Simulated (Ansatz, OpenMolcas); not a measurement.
**A ladder of methods for BN (boron nitride)**

BN: 2 atoms, total charge 0, spin state triplet. As SMILES, `B#N`. The shape is that of a PBE0-D4/def2-TZVP optimisation.

```
atom   x (Å)   y (Å)    z (Å)
   B  0.0000  0.0000  -0.0235
   N  0.0000  0.0000   1.2919
```

Quantity: the energy change with the B1–N2 bond stretched from 1.315 to 2.537 Å, in eV. The values are calculated.

```
          level                    kind     program  value (eV)  less FCI/6-31G  CPU time (all runs)
      UHF/6-31G            Hartree–Fock      Ansatz        1.47           -1.37               0.25 s
 U-revPBE/6-31G                     GGA      Ansatz        3.51           +0.67                1.5 s
   UBHLYP/6-31G           global hybrid      Ansatz        3.09           +0.25               0.87 s
U-wB97M-V/6-31G  range-separated hybrid      Ansatz        3.43           +0.59                8.2 s
  RPA@PBE/6-31G                     RPA      Ansatz        2.60           -0.24                2.3 s
     UMP2/6-31G     perturbation theory      Ansatz        3.28           +0.44               0.33 s
 UCCSD(T)/6-31G   coupled cluster or CI      Ansatz        2.84            0.00               0.63 s
     FCI/STO-3G      exact in the basis  OpenMolcas        3.67           +0.83                3.8 s
      FCI/6-31G      exact in the basis      Ansatz        2.84            0.00                7.8 s
```

FCI/6-31G is exact within its basis and frozen core, so for wave-function methods in that basis the difference is their error; functionals converge differently with the basis, so for them it is only a difference. The first shape isn't each level's own minimum. The values span 1.47 to 3.67 eV. Spin contamination of the reference (⟨S²⟩ at least 0.1 too high) touches UHF/6-31G, U-revPBE/6-31G, UBHLYP/6-31G, U-wB97M-V/6-31G, RPA@PBE/6-31G, UMP2/6-31G, UCCSD(T)/6-31G. All rows use very small basis sets, so none should be taken for the real molecule's value. In so small a basis fixed costs decide the times, and correlated methods can beat functionals. CPU times are rough (shared hosts, several kinds of processor and program).
